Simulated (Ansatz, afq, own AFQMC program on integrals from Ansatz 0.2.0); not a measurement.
Where AFQMC and coupled cluster stand for CH5B, triplet

```yaml
atoms:
  - { symbol: B, position_ang: [-1.3381, 0.0000, 0.0000] }
  - { symbol: H, position_ang: [-1.9348, 1.0336, 0.0000] }
  - { symbol: H, position_ang: [-1.9348, -1.0336, 0.0000] }
  - { symbol: H, position_ang: [-0.0561, 0.0000, 0.0000] }
  - { symbol: C, position_ang: [1.2539, 0.0000, 0.0000] }
  - { symbol: H, position_ang: [1.6684, 0.0000, 0.9962] }
  - { symbol: H, position_ang: [1.6684, 0.0000, -0.9962] }
```

Basis cc-pVDZ. Only valence electrons are correlated. Ansatz 0.2.0 and our own AFQMC program on the same integrals; the CISD trial comes from CCSD amplitudes, and released means the phaseless constraint is let go. Error bars are statistical, one sigma.

Determinant: UHF, the one that the program's search chose, which needn't be the lowest solution. The geometry is a point of a scan.

No full CI on the walks' own integrals is used here; CCSDT(Q) serves as the reference and is uncertain by about the last step of the cluster series.

Cautions: lower spins were not checked.

The T1 diagnostic is 0.0117 and the weight of the determinant in the CISD state is 0.892. The ⟨S²⟩ of the determinant is 2.031 and the size of the correlated space is 12 electrons in 51 orbitals.

Reference: CCSDT(Q), correlation energy -6.880 eV. The released energy is read at 2.40 1/Eh (meV from the phaseless value at times in 1/Eh: -5.1 ± 2.1 at 0.24, -2.1 ± 2.0 at 0.51, -0.2 ± 2.1 at 0.99, -3.0 ± 2.1 at 1.62, -2 ± 4 at 2.40).

```json
{"level": "HF", "E − E(reference) (mEh)": "252.85", "share of correlation (%)": "0.00"}
{"level": "MP2", "E − E(reference) (mEh)": "49.87", "share of correlation (%)": "80.28"}
{"level": "CCSD", "E − E(reference) (mEh)": "6.10", "share of correlation (%)": "97.59"}
{"level": "CCSD(T)", "E − E(reference) (mEh)": "1.17", "share of correlation (%)": "99.54"}
{"level": "CCSDT", "E − E(reference) (mEh)": "0.21", "share of correlation (%)": "99.92"}
{"level": "ph-AFQMC/CISD", "E − E(reference) (mEh)": "-0.03 ± 0.09", "share of correlation (%)": "100.01"}
{"level": "released AFQMC", "E − E(reference) (mEh)": "-0.09 ± 0.14", "share of correlation (%)": "100.03"}
```

A walk keeps the symmetry of its determinant, which the program's search chose and which needn't be the lowest solution, so a lower state of the same spin and another symmetry isn't excluded. Released energies are given only where the last usable release times agree within the noise; a slower fall can still hide under it.
